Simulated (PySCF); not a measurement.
sulfur dioxide (O2S), SMILES O=S=O.

The structure is a stationary point at B3LYP-D3(BJ)/def2-TZVP.

Level of theory: PBE0/def2-TZVPD run with PySCF.

Symmetry labels are those of the subgroup C2v that the program uses (full group C2v).

### Question
List the valence orbital energies around the gap with their symmetry. (The exact figures need the calculation; the answer reports its results.)

### Answer

```json
[
 {"orbital": "HOMO−7", "symmetry": "B2", "energy (eV)": "-29.61"},
 {"orbital": "HOMO−6", "symmetry": "A1", "energy (eV)": "-18.04"},
 {"orbital": "HOMO−5", "symmetry": "B2", "energy (eV)": "-14.10"},
 {"orbital": "HOMO−4", "symmetry": "B1", "energy (eV)": "-14.07"},
 {"orbital": "HOMO−3", "symmetry": "A1", "energy (eV)": "-14.04"},
 {"orbital": "HOMO−2", "symmetry": "A2", "energy (eV)": "-10.83"},
 {"orbital": "HOMO−1", "symmetry": "B2", "energy (eV)": "-10.45"},
 {"orbital": "HOMO", "symmetry": "A1", "energy (eV)": "-9.65"},
 {"orbital": "LUMO", "symmetry": "B1", "energy (eV)": "-3.55"},
 {"orbital": "LUMO+1", "symmetry": "A1", "energy (eV)": "0.25"},
 {"orbital": "LUMO+2", "symmetry": "A1", "energy (eV)": "0.63"},
 {"orbital": "LUMO+3", "symmetry": "B2", "energy (eV)": "0.68"}
]
```
